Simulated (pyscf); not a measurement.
Insertion: GeH₂ [singlet] + H₂O → HO–GeH₃

Gas phase, singlet surface, charge 0. Bonds broken: O4–H5. Bonds formed: Ge1–O4, Ge1–H5. Structures and frequencies: ωB97X-D3(BJ)/def2-SVP in PySCF. Correlated levels are frozen-core, on RHF or UHF. ΔMP2 is the change of the MP2 total energy from the triple- to the quadruple-zeta basis.

Transition state (Å):

```xyz
6

Ge     1.0394     0.4170    -0.2593
H      0.5323     1.6718    -1.0142
H      1.7601     0.9563     0.9950
O     -0.6298    -0.4154     0.4957
H      0.2808    -1.0077    -0.3609
H     -1.4027    -0.1715    -0.0365
```

One imaginary mode, 1548i cm⁻¹; descent along it reached the two sides named, in the forms told below.

```csv
bond,change,reactant side (Å),saddle,product side
O4–H5,breaks,0.967,1.383,2.7
Ge1–O4,forms,2.236,2.012,1.784
Ge1–H5,forms,2.7,1.617,1.541
```

Electronic energies relative to the separated reactants (kcal/mol):

```tsv
level	barrier	reaction energy	reverse barrier
ωB97X-D3(BJ)/def2-TZVP	16.5	-48.2	64.6
PBE/def2-TZVP	8.1	-43.4	51.5
r²SCAN/def2-TZVP	8.0	-49.2	57.2
B3LYP-D3(BJ)/def2-TZVP	16.1	-42.6	58.7
PBE0-D3(BJ)/def2-TZVP	12.9	-46.4	59.3
M06-2X/def2-TZVP	17.0	-47.5	64.5
ωB97M-D3(BJ)/def2-TZVP	19.0	-42.8	61.8
HF/def2-TZVP	37.8	-43.3	81.1
MP2/def2-QZVPP	13.7	-48.6	62.3
CCSD/def2-TZVPP	21.5	-45.2	66.7
CCSD(T)/def2-TZVPP	17.2	-46.1	63.3
CCSD(T)/def2-TZVPP + ΔMP2(QZVPP)	17.4	-44.9	62.3
```

With CCSD(T)/def2-TZVPP + ΔMP2(QZVPP) energies and thermal terms (ideal gas, 1 atm, RRHO with modes under 100 cm⁻¹ raised to 100, one conformer, R ln 2 for rigid chiral ones), in kcal/mol:

```csv
T (K),ΔH‡,ΔG‡,ΔH,ΔG
298,16.4,25.9,-43.8,-34.0
600,16.4,35.7,-43.6,-24.0
900,17.0,45.3,-42.6,-14.3
1200,17.7,54.6,-41.4,-5.1
```

On the reactant side the descent ends in an adduct with a Ge–O contact, 16.6 kcal/mol under the separated species and 33.0 kcal/mol under the saddle at ωB97X-D3(BJ)/def2-TZVP. What is counted as formed (Ge–O) is already present as a longer contact in the reactant adduct; forming that adduct is a step of its own. The same reactants have a lower exit, to HO–GeH: [singlet] + H₂ (barrier +8.4 kcal/mol at ωB97M-D3(BJ), against +19.0 kcal/mol here). This is the saddle that the search found; another between the same sides may lie lower. The CCSD(T) − MP2 part came from Ansatz, without density fitting, on the same reference. The frozen core leaves the outer d or s,p core shells of the metals and heavy elements correlated in the MP2 and CC values, and def2-TZVPP describes them poorly, which can shift differences by a few kcal/mol. Elements up to Kr have no core potential and no relativistic terms here.
